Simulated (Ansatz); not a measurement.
This Ansatz (a first-principles code) input (PBE/6-311++G(2d,2p)) gives -364.12025 Eh with 62 basis functions. A basis named .json is the Basis Set Exchange file of that set (core-valence sets with the plain set on hydrogen).

Ansatz 0.2 input:
```yaml
crystal:
  periodic: [false, false, false]
  atoms:
    - {symbol: Si, position_ang: [-0.00000000, -0.00000000, -0.55379891]}
    - {symbol: O, position_ang: [0.00000000, 0.00000000, 0.96914808]}
basis:
  gaussian:
    orbitals: 6-311++G_2d_2p_.json
hamiltonian:
  xc: {name: PBE}
total_charge: 1
magnetization: {spin_polarized: true, initial_magnetization: 1}
```

Change:
```diff
- orbitals: 6-311++G_2d_2p_.json
+ orbitals: aug-cc-pV_5+d_Z.json
```

What does the run give now?

-364.14581 Eh (PBE/aug-cc-pV(5+d)Z, 263 functions), a change of -25.56 mEh.
